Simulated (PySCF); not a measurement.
Reaction (SMILES): P#N (N-P) + 3 [H][H] (H2) → N (NH3) + P (PH3)
B3LYP-D3(BJ)/def2-TZVP geometries, fixed; electronic energies without zero-point terms.

Basis-set convergence of the energy of full hydrogenation at HF with PySCF. All functions are spherical. Density fitting with generated auxiliary sets. In sets without p functions on hydrogen, species with hydrogen take exact integrals. No added dispersion term, no relativity. Functions are those of the species that has most. Reference: the value in aug-pcseg-3, -81.37 kcal/mol, itself unsure by roughly 0.09 kcal/mol (its mean distance from aug-cc-pV(Q+d)Z, def2-QZVPPD, pcseg-3). Deviations are taken from unrounded values.

```tsv
basis	functions	energy of full hydrogenation (kcal/mol)	minus reference (kcal/mol)
pcseg-0	22	-78.20	3.17
pcseg-1	33	-83.19	-1.82
aug-pcseg-1	54	-83.74	-2.37
pcseg-2	76	-82.77	-1.40
aug-pcseg-2	119	-82.07	-0.70
pcseg-3	163	-81.49	-0.12
aug-pcseg-3	236	-81.37	0.00
```

The smallest set listed that lies within 1 kcal/mol of the reference with all its larger relatives (same family, alike in diffuse functions; a set with none counts only in the reference's own line) is aug-pcseg-2 (119 functions, -0.70 kcal/mol off). Inside, with no larger relative to test it: pcseg-3.
